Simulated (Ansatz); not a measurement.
Rutile MnO2 was calculated with r²SCAN0 in Ansatz (plane waves, PAW).

Numerical settings: plane-wave cutoff 520 eV, 6×6×8 k mesh (along the axes of the cell as run), Fermi–Dirac smearing 0.01 eV, spin-polarised with opposed moments, scalar-relativistic PAW data made under PBE.

Cell (measured lattice):

```
CELL_PARAMETERS angstrom
      4.39830     0.00000     0.00000
      0.00000     4.39830     0.00000
      0.00000     0.00000     2.87300
ATOMIC_POSITIONS crystal
  Mn 0.00000 0.00000 0.00000
  Mn 0.50000 0.50000 0.50000
  O  0.30465 0.30465 0.00000
  O  0.80465 0.19535 0.50000
  O  0.19535 0.80465 0.50000
  O  0.69535 0.69535 0.00000
```
Starting moments (μB, in the order of the record's atoms Mn Mn O O O O): 3.0 -3.0 0.0 0.0 0.0 0.0.

**Question.** Give the computed band gap and magnetic moment (largest site, within a sphere).

**Answer.** 
* **band gap**: 2.76 eV (on the SCF k mesh) (direct)
* **magnetic moment (largest site, within a sphere)**: 2.61 μB

Note: the collinear magnetic order is the start's and need not be the measured one; cell and atoms aren't relaxed at this level (largest force component 0.18 eV/Å, pressure -9.1 GPa).

Moments are spin moments.

Ansatz is an electronic-structure program.
